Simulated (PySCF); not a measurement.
Methyl fluoride, CH₃F, SMILES CF, point group C3v.

Force field and properties: CAM-B3LYP/aug-cc-pVDZ (PySCF, grid level 2). Vibrational terms come from second-order perturbation theory with semi-diagonal cubic constants, by steps of ±0.6 along the normal coordinates of each isotopologue. The parent has the commonest isotopes.

Equilibrium geometry (Å):

```tsv
atom	x	y	z
C1	-0.0629	0.0038	-0.0043
F2	1.3181	-0.0261	-0.1911
H3	-0.2698	-0.0749	1.0698
H4	-0.4464	0.9519	-0.4002
H5	-0.5046	-0.8433	-0.5429
```

An isotope shift is δ(isotopologue) − δ(parent), that is, the negative of the change in the averaged GIAO shielding; n counts bonds from the nearest label (0: the labelled atom itself). These are computed values; those of heavy atoms are rounded to 5 ppb, about the numerical noise. One-bond deuterium shifts of ¹³C at such levels come out too large, by a quarter to a half.

**Question.** What isotope shifts arise with ²H at 3?

**Answer.** 
```tsv
nucleus	n	0 K (ppb)	250 K (ppb)
H3	0	-116	-114
C1	1	-310	-310
F2	2	-625	-630
H4	2	-21	-22
H5	2	-20	-21
```
